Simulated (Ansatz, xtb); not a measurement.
CH2BO: 4 structures ranked

4 gas-phase structures of CH2BO, found in a search over its isomers (lower ones may exist). Each was relaxed with GFN2-xTB:

A. `B1[CH]O1`, a doublet
B. `[CH2]B=O`, a doublet
C. `B[C]=O`, a doublet
D. `[B]1CO1`, a doublet

Which do you expect lowest at r2SCAN-D4/def2-SVP, and how would the others follow?

Calculated order at r2SCAN-D4/def2-SVP: B (0.0), C (28.8), A (53.6), D (58.5) kcal/mol.

Energies above the lowest of each column, in kcal/mol; the last columns are at BLYP-D3(BJ)/def2-SVP geometries and were run for some of them only (a dash: not run or not comparable):

```
structure  GFN2-xTB  HF/STO-3G  r2SCAN-D4/def2-SVP  BLYP-D3(BJ)/def2-SVP  CCSD(T)/def2-TZVP
        B       0.0        0.0                 0.0                   0.0                0.0
        C      19.2       40.3                28.8                  25.9               27.8
        A      38.6       50.0                53.6                  53.5               52.5
        D      46.3       63.3                58.5                     –                  –
```

Every level run on B puts it lowest or level with the lowest. Flexible structures stand in one conformer each, not always the lowest. Frequencies (BLYP-D3(BJ)/def2-SVP) were run for A, B, C alone. Open shells are spin-unrestricted.

Over these structures GFN2-xTB departs from r2SCAN-D4/def2-SVP by 4.6 kcal/mol on average once a common shift is removed. A GFN2-xTB relaxation took about 0.19 s and the r2SCAN-D4/def2-SVP energy about 3.6 s on a shared host (Ansatz 0.2.0, xtb 6.7.1).
